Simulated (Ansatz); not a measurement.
How basis sets differ on BNH4 (SMILES BN)

BNH4: 6 atoms, total charge 0, spin state singlet. SMILES: `BN`. The coordinates come from a PBE0-D4/def2-TZVP relaxation.

Each level gives the vertical electron affinity (to the doublet anion) (eV). The values are calculated.

The electron affinity is E(neutral) − E(anion): positive where the electron is bound.

| level | kind | program | value (eV) | CPU time (all runs) |
| --- | --- | --- | --- | --- |
| HF/x2c-SV(P)all (sfX2C) | Hartree–Fock | Ansatz | -3.54 | 0.36 s |
| HF/x2c-SVPall (sfX2C) | Hartree–Fock | Ansatz | -3.53 | 0.49 s |
| HF/x2c-TZVPall (sfX2C) | Hartree–Fock | Ansatz | -2.91 | 1.4 s |
| HF/x2c-TZVPPall (sfX2C) | Hartree–Fock | Ansatz | -2.90 | 2.7 s |
| HF/x2c-QZVPall (sfX2C) | Hartree–Fock | Ansatz | -2.54 | 20 s |

The values span -3.54 to -2.54 eV. Negative values mean that the anion is unbound at that level; they are set by how diffuse the basis is and aren't properties of the molecule. CPU times are rough (shared hosts, several kinds of processor): they show what a rung costs within a factor of a few.
